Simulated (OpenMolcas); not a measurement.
## AlHCl2 (SMILES [Cl][AlH][Cl]): methods side by side

AlHCl2 has 4 atoms, charge 0, and is taken as a singlet. As SMILES, `[Cl][AlH][Cl]`. Geometry: a GFN2-xTB relaxation, a rough one for these elements and not checked as a minimum.

```xyz
4

Cl   -1.2355    0.6985    1.3817
Al    0.0743    0.0537   -0.0186
Cl   -0.1211   -1.6803   -1.0423
H     1.2823    0.9281   -0.3208
```

Each level gives the energy change with the Al2–H4 bond stretched from 1.522 to 3.804 Å (eV). The values are calculated.

```
                     level                   kind     program  value (eV)  less FCI/STO-3G  CPU time (all runs)
B2PLYP/STO-3G (restricted)          double hybrid  OpenMolcas        6.55            +1.73                8.4 s
   MP2/STO-3G (restricted)    perturbation theory  OpenMolcas        6.21            +1.39                3.2 s
        CASPT2(2,2)/STO-3G         multireference  OpenMolcas        4.86            +0.04                3.2 s
        CASSCF(2,2)/STO-3G         multireference  OpenMolcas        4.86            +0.04                3.8 s
          MRCI(2,2)/STO-3G         multireference  OpenMolcas        4.83            +0.01                3.5 s
     SC-NEVPT2(2,2)/STO-3G         multireference  OpenMolcas        4.85            +0.03                3.3 s
  ACPF/STO-3G (restricted)  coupled cluster or CI  OpenMolcas       -4.97            -9.79                3.4 s
                FCI/STO-3G     exact in the basis  OpenMolcas        4.82             0.00              2.8 min
```

FCI/STO-3G is exact within its basis and frozen core, so for wave-function methods in that basis the difference is their error; functionals converge differently with the basis, so for them it is only a difference. The first shape isn't each level's own minimum. The values span -4.97 to 6.55 eV. All rows use very small basis sets, so even the best lies far from the true value. CPU times are rough (shared hosts, several kinds of processor): they show what a rung costs within a factor of a few.
